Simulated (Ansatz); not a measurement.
**H3S⁺, singlet in cc-pVTZ: errors against RCCSDT(Q)**

Geometry: displaced at random from a stationary point.

```xyz
4

S     0.0078    0.0027   -0.0635
H     0.9860    0.0233    0.6796
H    -0.6690    0.9661    0.6613
H    -0.5647   -1.0764    0.6795
```

Basis cc-pVTZ; Ansatz 0.2.0. Only valence electrons are correlated (noble-gas cores frozen), which leaves 8 electrons in 71 orbitals. Prefix R: restricted or restricted open-shell reference. Active spaces: valence = (8e, 7o) chosen from the atoms' valence shells.

Full CI isn't at hand for all of this; RCCSDT(Q) serves as the reference, and is uncertain by about the last step of the cluster series.

The UHF ⟨S²⟩ is 0.000 and the T1 diagnostic (RCCSD) is 0.0105. The largest doubles amplitude (RCCSD) is 0.048.

```
                 level  E − E(RCCSDT(Q)) (mEh)  share of correlation (%)  wall time
                   RHF                  223.30                      0.00          –
                  RMP2                   35.26                     84.21          –
                 RCCSD                    8.27                     96.29          –
              RCCSD(T)                    1.02                     99.54      7.5 s
               BCCD(T)                    1.00                     99.55      7.5 s
                RCCSDT                    0.28                     99.87          –
CASSCF (valence space)                  168.66                     24.47          –
NEVPT2 (valence space)                   36.79                     83.52       13 s
```

The correlation energy at RCCSDT(Q), counted from RHF, is -6.076 eV. That run took 1.9 min on 1 thread of Intel Xeon, shared host.

Times hold each run's SCF and search for its determinant on a shared host, so for small cases they say little of a method's own cost; they ran on 1 thread of Intel Xeon.

Natural occupations of CASSCF (valence space) about the gap: 1.994 1.982 1.973 1.968 0.036 0.030 0.017; effectively unpaired electrons, Σ n²(2−n)², 0.02.
